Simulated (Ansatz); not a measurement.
Task: a search for lower mean-field states of FNa (charge +1), with the Python package of Ansatz (0.2.0). Give the script and its output. Use (for the species named): PBE0, def2-TZVP basis, multiplicity 2.

```xyz
2

Na    0.0000    0.0000    0.0000
F     0.0000    0.0000    2.2900
```

`fna.py`:
```python
# -*- coding: utf-8 -*-
from dataclasses import dataclass

import ansatz as az
from ase import Atoms
import numpy as np


@dataclass(frozen=True)
class RunConfig:
    basis: str = 'def2-TZVP'
    functional: str = 'pbe0'
    net_charge: int = 1


cfg = RunConfig()


def main():
    atoms = Atoms(['Na', 'F'], positions=[
        [0.0, 0.0, 0.0],
        [0.0, 0.0, 2.29],
    ])
    mol = az.Crystal.molecule_from_ase(atoms)
    symbols = [site.symbol for site in mol.cartesian_sites]

    start = np.array([site.position_ang for site in mol.cartesian_sites])
    for factor in [1.0, 1.3]:
        xyz = (start - start.mean(axis=0)) * factor
        scaled = az.Crystal.molecule()
        for symbol, place in zip(symbols, xyz):
            scaled = scaled.atom(symbol, place.tolist())
        setup = (
            scaled.calculation()
            .basis(gaussian=cfg.basis)
            .functional(cfg.functional)
            .charge(cfg.net_charge)
            .spin('collinear', total=1)
        )
        for search in ('off', 'standard'):
            try:
                rep = setup.scf(lower_state_search=search).run(threads=1).report
            except az.AnsatzError as error:
                print(f'x{factor} search {search}: {type(error).__name__}')
                continue
            state = rep['mean_field']['state']
            print(f'all distances x{factor}, search {search:8s} E = {rep["free_energy_ev"]:.5f} eV  <S^2> = {abs(state["spin_squared"]):.3f}  other states met: {len(rep["mean_field"]["others"])}')


if __name__ == '__main__':
    main()
```

`python fna.py` gives:
```text
all distances x1.0, search off      E = -7120.20442 eV  <S^2> = 0.752  other states met: 0
all distances x1.0, search standard E = -7120.20442 eV  <S^2> = 0.752  other states met: 1
all distances x1.3, search off      E = -7120.18673 eV  <S^2> = 0.752  other states met: 0
all distances x1.3, search standard E = -7120.18673 eV  <S^2> = 0.752  other states met: 1
```

Reading the output:
- Total energies depend on the basis set; only differences at equal settings carry meaning.
- The count of other states can hold repeated and symmetry-equivalent ends of the search; scaling all distances is a test, and for more than two atoms no physical path.
- The run takes the species as open-shell (spin multiplicity 2), which needn't be its ground state.
- The spin state was assumed, and another may lie lower.
- Run time: 5.3 s on 1 thread of Arm Neoverse V2 (shared host), peak memory 0.21 GiB.
